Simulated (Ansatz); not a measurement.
Density of states of AlFe3 (Fm-3m, a = 5.782 Å, b = 5.782 Å, c = 5.782 Å, α = 90.00°, β = 90.00°, γ = 90.00°), in states per eV and primitive cell, averaged over bins of 0.5 eV. All numbers below come from DFT r2SCAN, scalar-relativistic, plane waves, PAW (Ansatz).

Cutoff 500 eV; k points 12×12×12 on the computed 4-atom cell (Γ-centred); Gaussian smearing, width 0.10 eV; collinear spin from starting moments -0.13 2.9 2.89 2.89 μB.

The cell is relaxed at this level. The states (both spins) are summed by tetrahedra on a 18×18×18 mesh at the self-consistent density. Energies are bin centres; the table starts no lower than −8 eV and ends at 6 eV, or lower where the solved bands end.

It is a metal at this level.

```csv
E − E_F (eV),total,Fe 3d down,Fe 3d up,Al 3p up,Fe 4s up,Al 3p down,Fe 4s down,Al 3s up,Al 3s down
-7.80,0.64,0.02,0.03,0.05,0.13,0.05,0.13,0.10,0.11
-7.30,0.90,0.04,0.10,0.05,0.16,0.05,0.12,0.19,0.17
-6.80,0.89,0.06,0.20,0.02,0.06,0.03,0.07,0.23,0.20
-6.30,0.33,0.03,0.02,0.05,0.04,0.06,0.05,0.01,0.06
-5.80,1.64,0.05,0.62,0.34,0.22,0.15,0.11,0.07,0.03
-5.30,1.60,0.15,0.63,0.16,0.10,0.26,0.15,0.04,0.10
-4.80,2.95,0.16,1.95,0.25,0.18,0.18,0.09,0.01,0.08
-4.30,3.80,0.21,2.76,0.19,0.19,0.21,0.12,0.01,0.06
-3.80,5.06,0.31,4.10,0.10,0.05,0.24,0.16,0.01,0.04
-3.30,5.12,0.50,3.80,0.17,0.04,0.27,0.20,0.02,0.02
-2.80,6.09,1.12,3.92,0.13,0.07,0.53,0.15,0.05,0.00
-2.30,5.52,0.98,3.91,0.10,0.02,0.25,0.09,0.06,0.00
-1.80,6.07,1.31,4.09,0.09,0.05,0.29,0.06,0.04,0.00
-1.30,6.17,3.97,1.53,0.09,0.04,0.18,0.02,0.01,0.01
-0.80,3.08,1.95,0.56,0.19,0.09,0.05,0.02,0.02,0.02
-0.30,2.05,1.18,0.37,0.22,0.09,0.03,0.01,0.03,0.01
0.20,3.37,2.54,0.26,0.22,0.08,0.04,0.05,0.04,0.00
0.70,2.41,1.74,0.19,0.22,0.08,0.02,0.02,0.04,0.00
1.20,0.96,0.43,0.14,0.21,0.07,0.00,0.00,0.03,0.00
1.70,3.95,3.38,0.10,0.19,0.06,0.04,0.02,0.03,0.00
2.20,5.96,5.36,0.08,0.17,0.04,0.09,0.05,0.03,0.01
2.70,2.17,1.49,0.05,0.14,0.03,0.17,0.09,0.02,0.03
3.20,1.20,0.59,0.04,0.11,0.02,0.15,0.07,0.02,0.03
3.70,0.89,0.37,0.02,0.09,0.01,0.14,0.06,0.01,0.03
4.20,0.89,0.23,0.04,0.07,0.15,0.12,0.04,0.04,0.02
4.70,1.39,0.15,0.10,0.12,0.41,0.09,0.02,0.16,0.02
5.20,1.09,0.08,0.06,0.09,0.29,0.07,0.01,0.11,0.02
5.70,0.86,0.03,0.04,0.12,0.21,0.05,0.01,0.09,0.01
```

The columns after the total are the Löwdin projections on the occupied valence shells of the potentials. The rest of the total lies in shells that are empty in the free atom, which aren't projected, and between the atoms.

The state reached may not be the lowest one. Only parallel moments were tried here.

Only this magnetic start was tried.

Whether AlFe3 exists in this form wasn't checked.

Cost: 1 run of about 1.9 core-minutes, on Arm Neoverse V2 (shared hosts).